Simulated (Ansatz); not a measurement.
# PH (quintet): the correlation ladder, aug-cc-pVDZ

How much of the correlation energy of PH (quintet) does each wave-function method recover here?

Computed with Ansatz 0.2.0, Gaussian basis. Level: aug-cc-pVDZ, core rule «outside noble gas», up to 5 orbitals frozen.

The runs, in order: UHF; CCSD(T) on ROHF; CCSD(T) on UHF; BCCD(T) on ROHF; CISD as a restricted active space (open shells left free, so some higher excitations enter); CCSDT(Q) on ROHF; CCSDT(Q) on UHF; CASSCF and MRCISD+Q, 6 electrons in 5 orbitals; CASSCF and NEVPT2, 6 electrons in 5 orbitals; Full CI.

13 further runs of the same task are left out: 8 that didn't finish, 5 set aside as unsound or not needed. Runs told in other sessions of the task aren't counted.

### 1 What is computed

The geometry is a PBE0/def2-TZVPD stationary point (not a proven minimum) of the parent state, kept for this charge and spin.

2 atoms, charge 0, spin multiplicity 5.

Atoms are counted from 1 here; the program's logs count them from 0.

Bond lengths: P1–H2 1.559 Å.

### 2 UHF

in.yaml reads:

```yaml
crystal:
  periodic: [false, false, false]
  atoms:
    - {symbol: P, position_ang: [0.000000, 0.000000, 0.000000]}
    - {symbol: H, position_ang: [0.000000, 0.000000, 1.558600]}
basis:
  gaussian: {orbitals: aug-cc-pVDZ}
magnetization: {spin_polarized: true, initial_magnetization: 4}
hamiltonian: {xc: hf}
output: {orbitals: {seedname: orbitals}}
```

The run is started by

```sh
$ ansatz run in.yaml --threads 1 --pin off --events-out ev --progress --plain --max-ram 2393MiB
```

The runs that follow: CCSD(T) on ROHF; CCSD(T) on UHF; BCCD(T) on ROHF; CISD as a restricted active space (open shells left free, so some higher excitations enter); CCSDT(Q) on ROHF; CCSDT(Q) on UHF; CASSCF and MRCISD+Q, 6 electrons in 5 orbitals; CASSCF and NEVPT2, 6 electrons in 5 orbitals; Full CI.

**Question.** What will the summary of the whole plan be? Wanted: FCI from the RHF energy; RMP2 from FCI; UMP2 from FCI; RCCSD from FCI; RCCSD(T) from FCI; UCCSD(T) from FCI; RCCSDT(Q) from FCI; UCCSDT(Q) from FCI; NEVPT2 valence from FCI.

**Answer**, as computed:

```
                         quantity                                                                                value
          FCI from the ROHF energy                                                                           -2.6302 eV
                    RMP2 from FCI                                                                           +603.8 meV
                    UMP2 from FCI                                                                           +625.3 meV
                   RCCSD from FCI                                                                            +78.7 meV
                RCCSD(T) from FCI                                                                            +19.2 meV
                UCCSD(T) from FCI                                                                            +18.9 meV
               RCCSDT(Q) from FCI                                                                             +0.9 meV
               UCCSDT(Q) from FCI                                                                             +0.7 meV
          NEVPT2 valence from FCI                                                                           +639.1 meV
        MRCISD+Q valence from FCI                                                                            -18.2 meV
levels within 1 kcal/mol (43 meV)  RCCSD(T), UCCSD(T), BCCD(T), RCCSDT, UCCSDT, RCCSDT(Q), UCCSDT(Q), MRCISD+Q valence
                    T1 diagnostic                                                                                0.024
   effectively unpaired electrons                                                                                 4.02
```

**Reading.** RCCSD(T) misses by +19.2 meV, 0.7 % of the correlation energy. MRCISD+Q valence falls below full CI: the +Q correction isn't variational, and the cores differ from full CI's. One determinant dominates. Of the multireference levels listed MRCISD+Q valence comes nearest in total energy (-18.2 meV), which doesn't show that its space is the better one. These misses are within one basis, not against nature; the frozen cores of restricted and unrestricted runs differ, which can shift their rows.

Levels on UHF freeze UHF's core orbitals, full CI those of ROHF, so the U rows can settle a little off it for that reason alone.

With open shells the CI space here admits some higher excitations, so it is larger than plain CISD.
